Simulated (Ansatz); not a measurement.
## Interaction energy ladder

The pair of H2S (SMILES S, atoms 1–3) and CH6Si (SMILES C[SiH3], atoms 4–11), both closed shells, in one local arrangement (a lower one may exist), relaxed at PBE0-D4/def2-TZVP:

```json
{"atom": "S1", "x (Å)": "0.3930", "y (Å)": "0.2189", "z (Å)": "-2.8893"}
{"atom": "H2", "x (Å)": "0.9986", "y (Å)": "1.1946", "z (Å)": "-2.1954"}
{"atom": "H3", "x (Å)": "-0.8251", "y (Å)": "0.6453", "z (Å)": "-2.5224"}
{"atom": "C4", "x (Å)": "0.1906", "y (Å)": "-1.2113", "z (Å)": "0.8936"}
{"atom": "Si5", "x (Å)": "-0.3024", "y (Å)": "0.5863", "z (Å)": "1.0035"}
{"atom": "H6", "x (Å)": "1.0719", "y (Å)": "-1.4100", "z (Å)": "1.5074"}
{"atom": "H7", "x (Å)": "0.4227", "y (Å)": "-1.4738", "z (Å)": "-0.1406"}
{"atom": "H8", "x (Å)": "-0.6185", "y (Å)": "-1.8574", "z (Å)": "1.2416"}
{"atom": "H9", "x (Å)": "-0.6235", "y (Å)": "0.9707", "z (Å)": "2.4053"}
{"atom": "H10", "x (Å)": "-1.5038", "y (Å)": "0.8642", "z (Å)": "0.1680"}
{"atom": "H11", "x (Å)": "0.7964", "y (Å)": "1.4726", "z (Å)": "0.5283"}
```

Program: Ansatz 0.2.0. Basis: def2-TZVPPD, with def2-QZVPPD for the basis limit. Cores are frozen in the correlated methods. B3LYP uses VWN-RPA correlation. Extrapolation: Hartree–Fock as exp(−7.88 √X), correlation as X^−2.97. Interaction energies count from these two fragments, frozen as in the pair, with the counterpoise correction; negative means bound.

(1) What is the interaction energy by CCSD(T) at an estimated basis limit (MP2 extrapolated from triple and quadruple zeta, plus CCSD(T) − MP2 in triple zeta)? (An estimate is asked for; the value comes from the calculation.)

No T1 diagnostic of these runs exceeds 0.011.

Answers

(1) The calculation gives: -7.3 kJ/mol. Hartree–Fock alone gives 2.9 kJ/mol at the basis limit, so without correlation the pair would not bind at this distance. It counts from the two fragments frozen as in the pair.

The same quantity by other methods in triple zeta, and each one's difference from that estimate:
```csv
method,E_int (kJ/mol),difference
PBE-D4,-8.8,-1.5
revPBE-D4,-7.0,0.3
BLYP-D4,-6.8,0.5
r2SCAN-D4,-6.9,0.3
B97M-V,-7.9,-0.6
PBE0-D4,-8.2,-0.9
B3LYP-D4,-7.4,-0.1
HSE06-D4,-8.2,-0.9
wB97X-V,-7.2,0.0
wB97M-V,-7.3,0.0
B2PLYP,-2.1,5.1
HF,2.9,10.2
MP2,-6.4,0.9
CCSD,-4.6,2.7
CCSD(T),-5.9,1.4
```
Differences are method less estimate.

Basis-set superposition shift (counterpoise-corrected less uncorrected): CCSD(T) 1.8; MP2 1.7; HF 0.3; PBE0-D4 0.3; wB97M-V 0.4 kJ/mol.

For scale, one of the runs: CCSD(T)/def2-TZVPPD, 272 basis functions, launched by `ansatz run in.yaml --threads 4 --pin off --events-out ev --progress --plain --max-ram 9574MiB`. The run took 81 s on 4 CPU threads of an Arm Neoverse V2 (shared host), with 6.7 GiB of host memory at its peak.
